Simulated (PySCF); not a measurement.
**Spin states of LiB⁺**

Unrestricted PBE0; Li STO-3G, B STO-3G; no relativity (PySCF 2.14). Outer shells of the fragments: Li+ closed shells only; B 2s2 2p1.

Followed along the bond (rough minima from three points):

```json
{"2Ms+1": "2", "unpaired": "σ ↑", "⟨S²⟩ at the start": "0.75", "R at minimum (Å)": "2.34", "Te (eV)": "0.00"}
{"2Ms+1": "2", "unpaired": "π ↑", "⟨S²⟩ at the start": "0.77", "R at minimum (Å)": "2.15", "Te (eV)": "0.94"}
{"2Ms+1": "4", "unpaired": "σ ↑↑, π ↑", "⟨S²⟩ at the start": "3.75", "R at minimum (Å)": "2.45", "Te (eV)": "4.00"}
```

Solutions found at the starting distance of 2.200 Å, counted from the lowest of them; the search is not exhaustive and high or unbound solutions are not listed, so other states can lie among these:

```
2Ms+1   unpaired  term  E (eV)  ⟨S²⟩  ⟨Lz²⟩  μ (D)
    2        σ ↑   ²Σ⁺    0.00  0.75   0.00  -3.35
    2        π ↑    ²Π    0.90  0.77   1.00  -3.09
    4  σ ↑↑, π ↑    ⁴Π    4.04  3.75   1.00  -4.15
    4  σ ↑, π ↑↑   ⁴Σ⁻    4.77  3.75   0.00  -3.31
    4      σ ↑↑↑   ⁴Σ⁺    9.40  3.75   0.00   5.87
```

A term symbol is given only where ⟨S²⟩ and ⟨Lz²⟩ are close to those of a pure state; real π, δ and φ orbitals otherwise mix terms. A positive dipole points towards B; it is taken about the centre of mass and depends on that origin.

Counting both spins, an empty level lies below a filled one in some of these solutions, because spin and occupation are held. STO-3G is very small, so such numbers show the basis as much as the molecule.
